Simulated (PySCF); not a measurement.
Calculation: PBE-D3(BJ)/def2-TZVP // PBE0-D4/def2-TZVP run with PySCF. Gas-phase values, no solvent. One relaxed conformer stands for a flexible species; it need not be the lowest. 

Reference species (SMILES): `O=[C]O` (O–C–O–H torsion 0°) (neutral, multiplicity 2).

The highest occupied spin orbital is -5.55 eV.

Changed species: `[CH]=O` (radical fragment; the reference has radical fragment).

Problem. What does the change do to the highest occupied spin orbital?

Solution. the highest occupied spin orbital rises by 0.73 eV, to -4.82 eV.
